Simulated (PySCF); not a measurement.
# `O=C/C=C(/[O-])Cl`, [C$_{3}$H$_{2}$ClO$_{2}$]-, charge -1

Molfile (atoms numbered from 1):
```
C3H2ClO2
     RDKit          3D

  8  7  0  0  0  0  0  0  0  0999 V2000
   -1.7428    0.3717    0.5225 O   0  0  0  0  0  0  0  0  0  0  0  0
   -0.7860    1.1450    0.4242 C   0  0  0  0  0  0  0  0  0  0  0  0
    0.5766    0.7717    0.4343 C   0  0  0  0  0  0  0  0  0  0  0  0
    1.6990    1.5807    0.3285 C   0  0  0  0  0  0  0  0  0  0  0  0
    2.8774    1.3611    0.3264 O   0  0  0  0  0  0  0  0  0  0  0  0
    1.2725    3.4613    0.1447 Cl  0  0  0  0  0  0  0  0  0  0  0  0
   -0.9736    2.2314    0.3178 H   0  0  0  0  0  0  0  0  0  0  0  0
    0.8057   -0.2852    0.5374 H   0  0  0  0  0  0  0  0  0  0  0  0
  1  2  2  0
  2  3  1  0
  3  4  2  0
  4  5  1  0
  4  6  1  0
  2  7  1  0
  3  8  1  0
M  CHG  1   5  -1
M  END
```

Method: TDDFT CAM-B3LYP/aug-cc-pVTZ excited states, vertical, gas phase (PySCF 2.14.0). Geometry: PBE0-D3(BJ)/def2-TZVP.

For a gas-phase anion, states above the detachment energy (about 3.2 eV, taken as minus the energy of the highest occupied orbital) lie in the continuum and depend on the basis.

Task: How strongly do the lowest singlets absorb one photon, and two photons of half the energy?

Result: δ for parallel linear polarisation; σ at the peak of a Lorentzian of half width 0.1 eV, single beam; Ω is circular over linear.
```tsv
state	E (eV)	f	photon λ (nm)	δ (au)	σ (GM)	Ω	main
S1	4.34	0.003	572	37.4	0.26	1.50	HOMO→LUMO 0.84
S2	4.56	0.000	543	1.34	0.01	1.50	HOMO−1→LUMO+4 0.76, HOMO−1→LUMO+6 0.17
S3	4.82	0.001	514	8.61	0.07	1.50	HOMO→LUMO+1 0.90
S4	5.11	0.030	486	115	1.10	0.97	HOMO−1→LUMO 0.48, HOMO−1→LUMO+1 0.27
S5	5.19	0.000	478	0.22	0.00	1.50	HOMO→LUMO+3 0.31, HOMO→LUMO+7 0.19
S6	5.23	0.385	474	55.7	0.56	1.48	HOMO→LUMO+4 0.76
```

Among these, the strongest one-photon state is S6, the strongest two-photon state S4.
